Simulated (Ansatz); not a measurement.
Geometry optimisation, Ansatz 0.2.0, UKS PBE-D4/6-31G*.

The input (input.yaml):

```yaml
crystal:
  periodic: [false, false, false]
  atoms:
    - { symbol: Si, position_ang: [0.000484, 7.0e-06, -0.398771] }
    - { symbol: H, position_ang: [-0.000243, -2.2e-05, 2.266543] }
    - { symbol: H, position_ang: [1.425802, 0.000195, -0.871254] }
    - { symbol: H, position_ang: [-0.712394, 1.23431, -0.871073] }
    - { symbol: H, position_ang: [-0.712066, -1.234491, -0.871059] }
    - { symbol: C, position_ang: [-7.2e-05, -2.4e-05, 3.375717] }
    - { symbol: H, position_ang: [-0.561761, -0.874416, 3.7377] }
    - { symbol: H, position_ang: [1.038117, -0.049327, 3.737411] }
    - { symbol: H, position_ang: [-0.476367, 0.923669, 3.737685] }
magnetization:
  spin_polarized: true
  initial_magnetization: 1
basis:
  gaussian: { orbitals: "6-31G*" }
hamiltonian:
  xc: pbe
  dispersion: d4
relax:
  f_tol: 0.03
  max_steps: 50
```

Launched with:

```bash
$ ansatz run input.yaml --threads 1 --pin off --max-ram 2048MiB --backend cpu --events-out ev --progress --plain --runs-dir out
```

Q: Where does it end, and by what steps?

A: It converged. After 3 steps the energy has fallen by 0.028 eV; Si1 moved furthest, 0.29 Å.

| step | energy less start (eV) | largest force component (eV/Å) | accepted |
| --- | --- | --- | --- |
| 0 | 0.0000 | 0.155 | yes |
| 1 | -0.0239 | 0.157 | yes |
| 2 | -0.0268 | 0.045 | yes |
| 3 | -0.0276 | 0.013 | yes |

```xyz
9
Properties=species:S:1:pos:R:3
Si 0.001 0.000 -0.692
H 0.000 0.000 2.497
H 1.429 0.000 -1.153
H -0.714 1.237 -1.153
H -0.713 -1.237 -1.153
C 0.000 0.000 3.600
H -0.561 -0.873 3.966
H 1.037 -0.049 3.965
H -0.476 0.922 3.965
```

The run took 9.7 s on 1 thread of Arm Neoverse V1 (shared host), peak memory 0.12 GiB.
